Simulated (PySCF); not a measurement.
Structure problem from calculated spectra and properties.

Elements present: C, H and O. Monoisotopic mass: 108.0211 u.

| Item | Value |
| --- | --- |
| UV, strongest line | among the 10 lowest singlet transitions: S4 at 5.35 eV (232 nm, f = 0.438) [TDDFT CAM-B3LYP/aug-cc-pVTZ] |
| Polarisability | 76.2 au [CAM-B3LYP/aug-cc-pVTZ] |
| Dipole | 0.00 D by symmetry (numerical residue 0.02 D) [CAM-B3LYP/aug-cc-pVTZ] |
| Triplet | lowest triplet excitation (Tamm–Dancoff): 2.43 eV [TDA CAM-B3LYP/aug-cc-pVTZ] |
| 13C NMR | chemical shifts (computed TMS as zero) by class: 197.3 (2 C), 142.7 (4 C) ppm [GIAO B97-2/pcSseg-2] |
| NMR, other nuclei | isotropic shieldings of nuclei other than C and H, by class: -410 (2 O) ppm [GIAO B97-2/pcSseg-2] |
| UV, first state | lowest singlet excitation: 2.90 eV (427 nm, f = 0.000) [TDDFT CAM-B3LYP/aug-cc-pVTZ] |
| 1H NMR | chemical shifts (computed TMS as zero) by class: 6.82 (4 H) ppm [GIAO B97-2/pcSseg-2] |
| Rotational structure | rotational constants A, B, C: 5.290, 1.678, 1.274 GHz [PBE0-D3(BJ)/def2-TZVP] |

Electronic properties: PySCF, gas phase, density fitting. Levels stand in brackets. Geometry: PBE0-D3(BJ)/def2-TZVP; no solvent, vibrations or thermal averaging. NMR values are class means; diastereotopic atoms form classes of their own.

Task: Which formula fits the mass and the elements?

Result: C6H4O2 (calculated 108.0211). No other formula that holds each of these elements comes within 0.0003 u with a fitting electron parity and a possible valence count.

Task: Give a SMILES that accounts for the data.

Result: Numbering: `[O:1]=[C:2]1[CH:3]=[CH:4][C:5](=[O:6])[CH:7]=[CH:8]1`. Its formula, C6H4O2, gives 5 degrees of unsaturation: 1 ring and 4 π bonds in the structure found. 6 carbons fall into 2 classes; from least to most shielded: ketone carbonyl carbon [C2/C5] (197.3 ppm, 2 C), alkene CH carbon [C3/C4/C7/C8] (142.7 ppm, 4 C). All hydrogens form one class (6.82 ppm): vinylic hydrogen. The other shieldings belong to: -410 ppm, ketone oxygen [O1/O6]. S1 is mainly HOMO→LUMO (weight 0.95); the largest Löwdin shares of the orbital it empties are 0.26 on each of 2 atoms of one kind (ketone oxygen) and 0.10 on each of 2 atoms of one kind (ketone carbonyl carbon), of the orbital it fills 0.16 on each of 2 atoms of one kind (ketone oxygen) and 0.13 on each of 2 atoms of one kind (ketone carbonyl carbon). The vanishing dipole is forced by symmetry. The optimised geometry has point group D2h and is an asymmetric top. Structure: benzoquinone, `O=C1C=CC(=O)C=C1`. Computed isomers that give other values at the same levels: `c1cc2occc2o1` (lowest singlet excitation: 5.30 eV (234 nm, f = 0.374)). The assignments are read from this structure; whether some other isomer fits the data as well wasn't checked.
